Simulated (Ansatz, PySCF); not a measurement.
Gas-phase reaction in SMILES: O=CO -> O=CO as doublet, charge +1 + e-
Each molecule is optimised on its own at B3LYP-D3(BJ)/def2-TZVP (Ansatz, a first-principles code), one conformer each, not searched for the lowest. A spin state is the lowest found, not a proven ground state.

Quantity: adiabatic ionisation energy (0 K, with B3LYP-D3(BJ) harmonic zero-point energies from PySCF), in eV. Correlated levels leave the core frozen unless marked. Open shells are spin-unrestricted. Spin-orbit coupling is left out. Non-relativistic. CBS marks a two-point X^-3 extrapolation of the correlation energy; Hartree-Fock from the larger set. [CCSD(T)-MP2]/basis is that difference in the basis named.

```json
[
 {"level": "HF/STO-3G", "program": "Ansatz", "adiabatic ionisation energy (eV)": "6.80"},
 {"level": "HF/cc-pVDZ", "program": "Ansatz", "adiabatic ionisation energy (eV)": "9.46"},
 {"level": "PBE-D3(BJ)/def2-TZVPD", "program": "Ansatz + dftd3", "adiabatic ionisation energy (eV)": "11.09"},
 {"level": "BP86-D3(BJ)/def2-TZVPD", "program": "PySCF + dftd3", "adiabatic ionisation energy (eV)": "11.19"},
 {"level": "M06-L-D4/def2-TZVPD", "program": "PySCF + dftd4", "adiabatic ionisation energy (eV)": "10.91"},
 {"level": "B3LYP/def2-TZVPD", "program": "Ansatz", "adiabatic ionisation energy (eV)": "11.18"},
 {"level": "PBE0/def2-TZVPD", "program": "Ansatz", "adiabatic ionisation energy (eV)": "11.04"},
 {"level": "BHLYP-D4/def2-TZVPD", "program": "Ansatz + dftd4", "adiabatic ionisation energy (eV)": "10.91"},
 {"level": "TPSSh-D3(BJ)/def2-TZVPD", "program": "PySCF + dftd3", "adiabatic ionisation energy (eV)": "10.97"},
 {"level": "r2SCANh-D4/def2-TZVPD", "program": "Ansatz + dftd4", "adiabatic ionisation energy (eV)": "10.98"},
 {"level": "r2SCANh/def2-TZVPD", "program": "Ansatz", "adiabatic ionisation energy (eV)": "10.97"},
 {"level": "r2SCAN0/def2-TZVPD", "program": "Ansatz", "adiabatic ionisation energy (eV)": "10.95"},
 {"level": "PW6B95-D3(BJ)/def2-TZVPD", "program": "PySCF + dftd3", "adiabatic ionisation energy (eV)": "11.16"},
 {"level": "MN15-D3(BJ)/def2-TZVPD", "program": "PySCF + dftd3", "adiabatic ionisation energy (eV)": "11.19"},
 {"level": "B2GP-PLYP/def2-TZVPD", "program": "Ansatz", "adiabatic ionisation energy (eV)": "11.23"},
 {"level": "MP2/cc-pVDZ", "program": "Ansatz", "adiabatic ionisation energy (eV)": "11.01"},
 {"level": "MP2/cc-pwCVTZ", "program": "Ansatz", "adiabatic ionisation energy (eV)": "11.44"},
 {"level": "SCS-MP2/cc-pVTZ", "program": "Ansatz", "adiabatic ionisation energy (eV)": "11.31"},
 {"level": "CCSD/aug-cc-pVDZ", "program": "Ansatz", "adiabatic ionisation energy (eV)": "11.00"},
 {"level": "CCSD(T)/cc-pVDZ", "program": "Ansatz", "adiabatic ionisation energy (eV)": "10.68"},
 {"level": "RI-MP2/CBS(aug-cc-pVTZ,aug-cc-pVQZ)+[CCSD(T)-MP2]/aug-cc-pVTZ", "program": "Ansatz", "adiabatic ionisation energy (eV)": "11.36"}
]
```
